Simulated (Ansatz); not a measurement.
A run of Ansatz (development build ahead of 0.2.0) on triplet C2 at this shape:

```xyz
2

C     0.0000    0.0000    0.0000
C     0.0000    0.0000    3.0000
```

Its results:

| Property | Result |
| --- | --- |
| Converged | yes |
| Total energy | -75.56560 hartree |
| Spin squared of the determinant | 2.000 |
| Stability test | minimum among restricted orbitals |

(1) Which input gives this output? Name the method, the orbitals and the basis set, and write the input.

Results:

(1) PBE0 (restricted open-shell) in pcseg-2.

```yaml
crystal:
  periodic: [false, false, false]
  atoms:
    - { symbol: C, position_ang: [0.0, 0.0, 0.0] }
    - { symbol: C, position_ang: [0.0, 0.0, 3.0] }
basis:
  gaussian: { orbitals: pcseg-2 }
magnetization:
  initial_magnetization: 2
hamiltonian:
  xc: pbe0
```

Caution: stretched shape with no unrestricted run beside it, a lower state can exist.
